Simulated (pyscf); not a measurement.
H₃C–CH₂–B=O (SMILES CCB=O) → HB=O (SMILES B=O) + H₂C=CH₂ (SMILES C=C) (elimination; singlet surface; B–C, C–H broken, B–H formed). Single points on ωB97X-D3(BJ)/def2-SVP structures (PySCF, gas phase). MP2 and CC: frozen core, UHF for open shells. ΔMP2 is the change of the MP2 total energy from the triple- to the quadruple-zeta basis. Energies in kcal/mol from the reactant's lowest minimum found.

```
level                             barrier  reaction energy
--------------------------------  -------  ---------------
PBE/def2-TZVP                        77.3            +39.3
PBE0-D3(BJ)/def2-TZVP                82.0            +43.3
M06-2X/def2-TZVP                      ___            +38.9
HF/def2-TZVP                         95.8            +33.6
MP2/def2-QZVPP                       88.0            +39.4
CCSD/def2-TZVPP                      89.1            +37.4
CCSD(T)/def2-TZVPP + ΔMP2(QZVPP)      ___              ___
```

Problem. Complete the blanks.

Solution. 
- M06-2X/def2-TZVP, barrier: 83.5
- CCSD(T)/def2-TZVPP + ΔMP2(QZVPP), barrier: 86.7
- CCSD(T)/def2-TZVPP + ΔMP2(QZVPP), reaction energy: +37.1

Of the functionals in the table, M06-2X is closest to CCSD(T)/def2-TZVPP + ΔMP2(QZVPP) in the barrier (3.2 kcal/mol apart) and PBE least close (9.4 kcal/mol); that level has limits of its own. On the reactant side the descent ends in a point that may be a rotor saddle (no frequency run), 2.5 kcal/mol over the lowest minimum found and 83.6 kcal/mol under the saddle at ωB97X-D3(BJ)/def2-TZVP. At the saddle there is also a short B–C contact that neither side keeps. One saddle was located; it need not be the lowest between these sides. The CCSD(T) − MP2 part came from Ansatz, without density fitting, on the same reference.
